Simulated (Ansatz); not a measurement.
Reaction (isomerisation): `OC1(F)CC1` → `CC1(F)CO1`

Program: Ansatz. Geometries: PBE0-D4/def2-TZVP. ΔE: electronic, gas phase. CBS: MP2 limit from def2 TZ/QZ plus the TZ coupled-cluster correction, frozen cores. DFT in def2-TZVPP. B3LYP here is the variant with VWN-RPA as its local correlation; programs differ in this. Each species was taken in one conformer, which may not be the lowest.

`OC1(F)CC1`:

```xyz
10

O    -0.519    0.835   -1.408
C     0.119   -0.051   -0.596
F     0.818   -0.988   -1.307
C     0.735    0.441    0.645
C    -0.462   -0.509    0.688
H    -1.267    0.389   -1.820
H     1.699    0.032    0.916
H     0.567    1.478    0.907
H    -1.418   -0.097    0.985
H    -0.272   -1.531    0.990
```

`CC1(F)CO1`:

```xyz
10

C    -0.486   -0.545   -1.035
C    -0.331    0.183    0.256
F    -1.368    1.039    0.468
C     0.920    0.503    0.922
O     0.031   -0.531    1.381
H     0.359   -1.214   -1.190
H    -0.543    0.162   -1.864
H    -1.406   -1.133   -1.012
H     1.867    0.154    0.517
H     0.957    1.383    1.556
```

(1) Is it downhill or uphill in electronic energy at CCSD(T)/CBS, and by how much? (Estimate.)

(2) What do these levels give: B3LYP-D4, PBE, r2SCAN, MP2/def2-QZVPP, MP2/CBS(def2), CCSD/CBS(def2)? (Estimate.)

Largest T1 diagnostic among the species: 0.011.

Answers

(1) The calculation gave: Nearly level: ΔE = +2.5 kJ/mol.

(2) The calculation gave: B3LYP-D4 0.6, PBE -0.4, r2SCAN -0.2, MP2/def2-QZVPP 3.9, MP2/CBS(def2) 4.6, CCSD/CBS(def2) 4.3 kJ/mol.

From PBE to PBE0 (25 % exact exchange), in def2-TZVPP and without D4, ΔE moves by +5.6 kJ/mol.
